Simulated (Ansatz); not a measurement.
This geometry of C2H3ClF (7 atoms, charge 1, multiplicity 1) is a first-order saddle point.

Theory: Ansatz 0.2.0, RKS PBE0-D4/def2-SVP.

```xyz
7
Properties=species:S:1:pos:R:3
F 0.861 1.273 -0.328
C -0.254 0.643 0.143
C 0.172 -0.793 0.012
Cl 0.198 -1.545 -1.409
H -1.135 0.870 -0.480
H -0.436 0.902 1.196
H 0.593 -1.352 0.866
```

Task: Which two structures does it join? (They come from a converged band through this point; their orientation in space is the band's.)

Result: No bond is made or broken. The dihedral F1–C2–C3–Cl4 goes from -180 to 0°.

Initial state:

```xyz
7
Properties=species:S:1:pos:R:3
F 1.031 1.373 0.166
C -0.083 0.654 0.045
C 0.202 -0.773 -0.046
Cl -0.940 -1.908 -0.202
H -0.679 0.951 -0.854
H -0.784 0.818 0.900
H 1.252 -1.117 -0.009
```

Final state:

```xyz
7
Properties=species:S:1:pos:R:3
F 0.988 1.341 0.160
C -0.131 0.642 0.041
C 0.050 -0.793 -0.057
Cl 1.502 -1.496 -0.025
H -0.736 0.941 -0.853
H -0.840 0.809 0.892
H -0.833 -1.445 -0.159
```

Task: How far does it lie above each of them?

Result: 9.3 kcal/mol above the first and 12.8 kcal/mol above the second. This is the barrier of this one path; another mechanism may lie lower. Limits of this set-up: the dipole of an ion depends on the origin.

Time of the run: 5.3 min on 1 thread of Intel(R) Xeon(R) Platinum 8488C (Sapphire Rapids) (shared host), peak memory 0.17 GiB.
